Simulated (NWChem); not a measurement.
All runs are NWChem calculations. System: C₄H₆, charge 0, spin multiplicity 1, displaced from the optimised geometry.

The NWChem input:

```
start mol
memory heap 200 mb stack 900 mb global 1100 mb
geometry units angstroms nocenter noautoz
  C     -1.767610    -0.678080     0.000000
  C     -0.716482     0.200504     0.000000
  C      0.716482    -0.200504     0.000000
  C      1.767610     0.678080     0.000000
  H     -1.601674    -1.782545     0.000000
  H     -2.824954    -0.325102     0.000000
  H     -0.922983     1.300436     0.000000
  H      0.922983    -1.300436     0.000000
  H      2.824954     0.325102     0.000000
  H      1.601674     1.782545     0.000000
  symmetry group C2h
end
basis spherical
  * library def2-svp
end
dft
  xc slater vwn_5
  semidirect memsize 60000000 filesize 0
  iterations 100
  convergence nodiis damp 40
end
task dft gradient
```

The output up to the point where the run's verdict is printed (cleaned and shortened):

```
             Northwest Computational Chemistry Package (NWChem) 7.3.0
             --------------------------------------------------------

                                NWChem Input Module
                                -------------------

 Scaling coordinates for geometry "geometry" by  1.889725989
 (inverse scale =  0.529177249)

 Turning off AUTOSYM since
 SYMMETRY directive was detected!

                             Geometry "geometry" -> ""
                             -------------------------

 Output coordinates in angstroms (scale by  1.889725989 to convert to a.u.)

  No.       Tag          Charge          X              Y              Z
 ---- ---------------- ---------- -------------- -------------- --------------
    1 C                    6.0000    -1.76761000    -0.67808000     0.00000000
    2 C                    6.0000    -0.71648200     0.20050400     0.00000000
    3 C                    6.0000     0.71648200    -0.20050400     0.00000000
    4 C                    6.0000     1.76761000     0.67808000     0.00000000
    5 H                    1.0000    -1.60167400    -1.78254500     0.00000000
    6 H                    1.0000    -2.82495400    -0.32510200     0.00000000
    7 H                    1.0000    -0.92298300     1.30043600     0.00000000
    8 H                    1.0000     0.92298300    -1.30043600     0.00000000
    9 H                    1.0000     2.82495400     0.32510200     0.00000000
   10 H                    1.0000     1.60167400     1.78254500     0.00000000

 Effective nuclear repulsion energy (a.u.)     101.2306991454

            Nuclear Dipole moment (a.u.)
            ----------------------------
        X                 Y               Z
 ---------------- ---------------- ----------------
     0.0000000000     0.0000000000     0.0000000000

      Symmetry information
      --------------------

 Group name             C2h
 Group number             21
 Group order               4
 No. of unique centers     5

      Symmetry unique atoms

     1    2    5    6    7


 Summary of "ao basis" -> "" (spherical)
 ------------------------------------------------------------------------------
[...]
 d= 0,ls=0.5         52   -121.7529319007  7.48D+00  2.22D-01               5.9
 d= 0,ls=0.5         53   -129.2297336035 -7.48D+00  2.22D-01               6.0
 d= 0,ls=0.5         54   -121.7529319007  7.48D+00  2.22D-01               6.1
 d= 0,ls=0.5         55   -129.2297336036 -7.48D+00  2.22D-01               6.2
 d= 0,ls=0.5         56   -121.7529319007  7.48D+00  2.22D-01               6.3
 d= 0,ls=0.5         57   -129.2297336036 -7.48D+00  2.22D-01               6.4
 d= 0,ls=0.5         58   -121.7529319007  7.48D+00  2.22D-01               6.5
 d= 0,ls=0.5         59   -129.2297336036 -7.48D+00  2.22D-01               6.6
 d= 0,ls=0.5         60   -121.7529319007  7.48D+00  2.22D-01               6.7
 d= 0,ls=0.5         61   -129.2297336036 -7.48D+00  2.22D-01               6.8
 d= 0,ls=0.5         62   -121.7529319007  7.48D+00  2.22D-01               6.9
 d= 0,ls=0.5         63   -129.2297336036 -7.48D+00  2.22D-01               7.0
 d= 0,ls=0.5         64   -121.7529319007  7.48D+00  2.22D-01               7.1
 d= 0,ls=0.5         65   -129.2297336036 -7.48D+00  2.22D-01               7.2
 d= 0,ls=0.5         66   -121.7529319007  7.48D+00  2.22D-01               7.3
 d= 0,ls=0.5         67   -129.2297336036 -7.48D+00  2.22D-01               7.4
 d= 0,ls=0.5         68   -121.7529319007  7.48D+00  2.22D-01               7.5
 d= 0,ls=0.5         69   -129.2297336036 -7.48D+00  2.22D-01               7.6
 d= 0,ls=0.5         70   -121.7529319007  7.48D+00  2.22D-01               7.7
 d= 0,ls=0.5         71   -129.2297336036 -7.48D+00  2.22D-01               7.8
 d= 0,ls=0.5         72   -121.7529319007  7.48D+00  2.22D-01               7.9
 d= 0,ls=0.5         73   -129.2297336036 -7.48D+00  2.22D-01               8.0
 d= 0,ls=0.5         74   -121.7529319007  7.48D+00  2.22D-01               8.1
 d= 0,ls=0.5         75   -129.2297336036 -7.48D+00  2.22D-01               8.2
 d= 0,ls=0.5         76   -121.7529319007  7.48D+00  2.22D-01               8.3
 d= 0,ls=0.5         77   -129.2297336036 -7.48D+00  2.22D-01               8.4
 d= 0,ls=0.5         78   -121.7529319007  7.48D+00  2.22D-01               8.5
 d= 0,ls=0.5         79   -129.2297336036 -7.48D+00  2.22D-01               8.6
 d= 0,ls=0.5         80   -121.7529319007  7.48D+00  2.22D-01               8.7
 d= 0,ls=0.5         81   -129.2297336036 -7.48D+00  2.22D-01               8.8
 d= 0,ls=0.5         82   -121.7529319007  7.48D+00  2.22D-01               8.9
 d= 0,ls=0.5         83   -129.2297336036 -7.48D+00  2.22D-01               9.0
 d= 0,ls=0.5         84   -121.7529319007  7.48D+00  2.22D-01               9.1
 d= 0,ls=0.5         85   -129.2297336036 -7.48D+00  2.22D-01               9.2
 d= 0,ls=0.5         86   -121.7529319007  7.48D+00  2.22D-01               9.3
 d= 0,ls=0.5         87   -129.2297336036 -7.48D+00  2.22D-01               9.4
 d= 0,ls=0.5         88   -121.7529319007  7.48D+00  2.22D-01               9.5
 d= 0,ls=0.5         89   -129.2297336035 -7.48D+00  2.22D-01               9.6
 d= 0,ls=0.5         90   -121.7529319007  7.48D+00  2.22D-01               9.7
 d= 0,ls=0.5         91   -129.2297336036 -7.48D+00  2.22D-01               9.8
 d= 0,ls=0.5         92   -121.7529319007  7.48D+00  2.22D-01               9.9
 d= 0,ls=0.5         93   -129.2297336036 -7.48D+00  2.22D-01              10.0
 d= 0,ls=0.5         94   -121.7529319007  7.48D+00  2.22D-01              10.1
 d= 0,ls=0.5         95   -129.2297336036 -7.48D+00  2.22D-01              10.2
 d= 0,ls=0.5         96   -121.7529319007  7.48D+00  2.22D-01              10.3
 d= 0,ls=0.5         97   -129.2297336036 -7.48D+00  2.22D-01              10.4
 d= 0,ls=0.5         98   -121.7529319007  7.48D+00  2.22D-01              10.5
 d= 0,ls=0.5         99   -129.2297336036 -7.48D+00  2.22D-01              10.6
 d= 0,ls=0.5        100   -121.7529319007  7.48D+00  2.22D-01              10.7
```

The run did not converge; its last values are not results. The next line reads: Calculation failed to converge. NWChem stopped with the message: dft gradient failed.
